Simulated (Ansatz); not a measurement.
C3H7ClO can be A, `COCCCl`, or B, `CCC(O)Cl`.

Gas-phase electronic energies from Ansatz, PBE0-D4/def2-TZVP geometries. CBS: MP2 limit from def2 TZ/QZ plus the TZ coupled-cluster correction, frozen cores. DFT in def2-TZVPP. B3LYP here is the variant with VWN-RPA as its local correlation; programs differ in this. Each species was taken in one conformer, which may not be the lowest.

Task: Which is lower in electronic energy at CCSD(T)/CBS, and by how much? (An estimate is asked.)

Result: Ansatz gave: B, by 17.6 kcal/mol.

Task: Give E(B) − E(A) in kcal/mol with B3LYP, PBE0-D4, HF/def2-TZVPP, B2PLYP, ωB97M-V, MP2/def2-TZVPP, CCSD/def2-TZVPP. (Best estimate.)

Result: The calculation gave: B3LYP -15.7, PBE0-D4 -17.8, HF/def2-TZVPP -13.8, B2PLYP -16.5, ωB97M-V -17.5, MP2/def2-TZVPP -18.4, CCSD/def2-TZVPP -16.5. None reverses the order clearly.

Largest T1 diagnostic: 0.010.

In def2-TZVPP, CCSD(T) changes the Hartree–Fock value by −3.1 kcal/mol (the triples alone add −0.5 kcal/mol) and MP2 by −4.6 kcal/mol.
